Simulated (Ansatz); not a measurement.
## What a trial cell of Al3O2 relaxes into

All numbers below come from DFT PBE, scalar-relativistic, plane waves, PAW in Ansatz. Cutoff 420 eV, Γ-centred k mesh, Gaussian smearing, no spin polarisation in the final step.

The start puts Al3O2 on the anti-tetradymite structure type (R-3m, No. 166), with O in place of Bi, Al in place of Te, at a guessed volume.

```
CELL_PARAMETERS angstrom
1.56078 0.90111 7.23499
-1.56078 0.90111 7.23499
0.00000 -1.80223 7.23499
ATOMIC_POSITIONS crystal
Al 0.00000 0.00000 0.00000
Al 0.20950 0.20950 0.20950
Al 0.79050 0.79050 0.79050
O 0.40000 0.40000 0.40000
O 0.60000 0.60000 0.60000
```

Cell and atoms relax at zero pressure; the relaxation can't lower the symmetry of the start. After a coarse first stage the cell is made exact in the group found at 0.06 Å.

The zero of energy is the elements' standard structures at the same level (O₂ as a molecule); no fitted shifts are applied.

Which crystal results?

It keeps R-3m (No. 166), but not the shape of the type it started on. Conventional cell: a = 2.891 Å, c = 38.388 Å. Around Al on Wyckoff site a (1 atom of the primitive cell) lie 6 Al at 2.89 Å; Al on Wyckoff site c (2 atoms of the primitive cell) has 3 O at 1.81 Å; around O lie 3 Al at 1.81 Å.

```cif
data_structure
_symmetry_space_group_name_H-M 'R-3m:H'
_symmetry_Int_Tables_number 166
_cell_length_a 2.8914
_cell_length_b 2.8914
_cell_length_c 38.3878
_cell_angle_alpha 90.000
_cell_angle_beta 90.000
_cell_angle_gamma 120.000
_cell_volume 277.94
loop_
_atom_site_label
_atom_site_type_symbol
_atom_site_symmetry_multiplicity
_atom_site_Wyckoff_symbol
_atom_site_fract_x
_atom_site_fract_y
_atom_site_fract_z
_atom_site_occupancy
Al1 Al 3 a 0.00000 0.00000 0.00000 1
Al2 Al 6 c 0.33333 0.66667 0.86581 1
O1 O 6 c 0.66667 0.33333 0.78233 1
```

What are its volume, energy, density and gap?

The volume per atom is 18.5 Å³ and the density is 2.0 g/cm³. The energy over the elements is -1.62 eV/atom and the gap on the 12×12×12 mesh is 0 eV (a metal).

The final run used a 12×12×12 mesh on its 5-atom cell and 0.10 eV smearing. The k mesh leaves about 4 meV/atom of noise in metals. No dispersion correction is applied, so the spacing between layers, chains or molecules is poorly fixed, and with it the volume and density. A structure relaxed within its symmetry needn't be a true minimum.

Cost: 4 runs of about 4.5 core-minutes in all, on Intel Xeon 6975P-C (Granite Rapids) (shared hosts).